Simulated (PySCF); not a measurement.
AlCl₃, SMILES [Cl][Al]([Cl])[Cl]. Heavy atoms are numbered as in [Al:1]([Cl:2])([Cl:3])[Cl:4].

Coordinates come from a B3LYP-D3(BJ)/def2-SVP optimisation. The isomer is the one that the SMILES or the coordinates give; other isomers of the formula were not compared.

Method: PBE/pcSseg-2 run with PySCF.

GIAO shieldings, no solvent; atoms alike by connectivity are averaged. δ = σ(ref) − σ: ³⁵Cl against HCl (σ = 936.5 ppm), references at their B3LYP-D3(BJ)/def2-TZVP geometries, non-relativistic (without spin–orbit terms, shifts of atoms bonded to Cl or Br come out too high).

```tsv
nucleus	atoms	count	δ (ppm)
³⁵Cl	Cl2	3	59.0
```
